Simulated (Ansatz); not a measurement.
# CCSD/STO-3G run of SiO (SMILES O=[Si])

Aim: the vertical singlet–triplet gap of SiO at CCSD/STO-3G, from 2 runs. 

Program for the calculation: Ansatz 0.2.0.

55 further runs of the same task are left out: 15 that didn't finish, 40 set aside as unsound or not needed.

**1. Starting point**

The species is SiO (2 atoms), meant as a singlet with charge 0. SMILES: `O=[Si]`. The shape is that of a PBE0-D4/def2-TZVP optimisation.

Bond lengths: O1–Si2 1.509 Å.

**2. The energy at CCSD/STO-3G**

molecule.yaml reads:

```yaml
crystal:
  periodic: [false, false, false]
  atoms:
    - {symbol: O, position_ang: [-0.640700, 0.231500, -0.324000]}
    - {symbol: Si, position_ang: [0.640700, -0.231500, 0.324000]}
basis:
  gaussian: {orbitals: STO-3G}
total_charge: 0
correlation: {method: ccsd, frozen_orbitals: {O: 1, Si: 5}}
accuracy: high
scf: {omitted_lower_state_checks: [cluster_reference, increment]}
```

Run with:

```bash
$ ansatz run molecule.yaml --threads 1 --pin off --max-ram 2610MiB --events-out events.jsonl --progress --plain --runs-dir runs
```

The log of the run (excerpt; [...] marks lines left out):

```text
Warning: RAYON_NUM_THREADS=1 ignored (pool sized by the plan → 1); use --threads N
Functional definition: HF
  name "HF"
[...]
224 factors; integrals over basis functions are off by at most 2.4e-8 eV
[...]
mean field -9779.73026266 eV, -359.3984582135 hartree, gradient 8.1e-8 eV, S^2 0.000000; 0 other end points of the search recorded, 0 dependent functions left out; unrestricted orbitals would lower it
6 core orbitals not correlated: weight in the atoms' cores, before any rotation towards them, 1.000 or more for the frozen orbitals, at most 0.000 for the correlated occupied ones
reference -9779.73026266 eV, -359.3984582135 hartree; 5, 5 occupied and 3, 3 virtual orbitals, 224 factors
second order -3.88684437 eV of doubles, -0.00000000 eV of singles
cycle   1  -2.94940785 eV  change    9.4e-1 eV  update   2.1e-1
[...]
cycle  18  -3.56174572 eV  change   2.3e-10 eV  update  3.0e-10
Total energy: -9783.29200838 eV, -359.5293499544 hartree
Checks for a lower state left out: cluster_reference, increment
```

It took 0.14 s on 1 thread of Arm Neoverse V1, shared host.

**3. The triplet, same level**

input.yaml reads:

```yaml
crystal:
  periodic: [false, false, false]
  atoms:
    - {symbol: O, position_ang: [-0.640700, 0.231500, -0.324000]}
    - {symbol: Si, position_ang: [0.640700, -0.231500, 0.324000]}
basis:
  gaussian: {orbitals: STO-3G}
accuracy: high
magnetization: {spin_polarized: true, initial_magnetization: 2}
scf: {omitted_lower_state_checks: [cluster_reference, increment]}
correlation: {method: ccsd, frozen_orbitals: {O: 1, Si: 5}}
```

Run with:

```bash
$ ansatz run input.yaml --threads 1 --pin off --max-ram 2610MiB --events-out events.jsonl --progress --plain --runs-dir runs
```

The log of the run (excerpt; [...] marks lines left out):

```text
Warning: RAYON_NUM_THREADS=1 ignored (pool sized by the plan → 1); use --threads N
Functional definition: HF
  name "HF"
[...]
224 factors; integrals over basis functions are off by at most 2.4e-8 eV
[...]
mean field -9776.99686514 eV, -359.2980077073 hartree, gradient 8.2e-8 eV, S^2 2.005730; 15 other end points of the search recorded, 0 dependent functions left out
6 core orbitals not correlated: weight in the atoms' cores, before any rotation towards them, 1.000 or more for the frozen orbitals, at most 0.000 for the correlated occupied ones
reference -9776.99686514 eV, -359.2980077073 hartree; 6, 4 occupied and 2, 4 virtual orbitals, 224 factors
second order -0.90902160 eV of doubles, -0.00000000 eV of singles
cycle   1  -1.04786752 eV  change   -1.4e-1 eV  update   6.4e-2
[...]
cycle  29  -1.36806696 eV  change  -2.0e-10 eV  update  3.8e-10
Total energy: -9778.36493210 eV, -359.3482832407 hartree
Checks for a lower state left out: cluster_reference, increment
```

Wall time 0.38 s (1 thread of Arm Neoverse V1, shared host).

**4. Outcome**

At CCSD/STO-3G, 6 core orbitals frozen:

```
                                            quantity          value
                               singlet: total energy  -359.52935 Eh
singlet: correlation energy (6 core orbitals frozen)     -130.9 mEh
                              singlet: T1 diagnostic          0.039
                               triplet: total energy  -359.34828 Eh
triplet: correlation energy (6 core orbitals frozen)      -50.3 mEh
          triplet: ⟨S²⟩ of the reference determinant          2.006
                              triplet: T1 diagnostic          0.022
    vertical energy of the triplet above the singlet       4.927 eV
```

At this shape the triplet lies 4.93 eV (475 kJ/mol) above the singlet. In a minimal basis such a difference can be off by several eV, whatever the method. The T1 diagnostic (singlet) of 0.039 is above the customary mark for such species, so a single reference may not serve. The restricted solution (singlet) is unstable to spin breaking: an unrestricted one lies lower.
